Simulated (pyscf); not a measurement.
Single points on ωB97X-D3(BJ)/def2-SVP structures (PySCF, gas phase).

Question: H₃Si–O–PH₂ (SMILES [SiH3]OP) -> :HSi–O–PH₂ (SMILES [SiH]OP) [singlet] + H₂ (SMILES [H][H])
Surface: singlet. Broken: H–Si, H–Si. Formed: H–H. Give ΔE‡ and ΔE from ωB97M-D3(BJ)/def2-TZVP, relative to the reactant's lowest minimum found.

Answer: ΔE‡ = 2.99 eV, ΔE = +2.08 eV. Zero-point energy shifts the barrier by -0.12 eV. It is a 1,1-elimination, with an imaginary mode of 1332i cm⁻¹. The same reactants have a lower exit, to O=PH + SiH₄ (barrier +2.60 eV at ωB97M-D3(BJ)/def2-TZVP, against +2.99 eV here). H₃Si–O–PH₂ lies 0.25 eV over its isomer HO–SiH₂–PH₂ (electronic energy, ωB97M-D3(BJ)/def2-TZVP). :HSi–O–PH₂ [singlet] lies 0.71 eV over its isomer HO–SiH=PH (electronic energy, ωB97M-D3(BJ)/def2-TZVP). One saddle was located; it need not be the lowest between these sides.
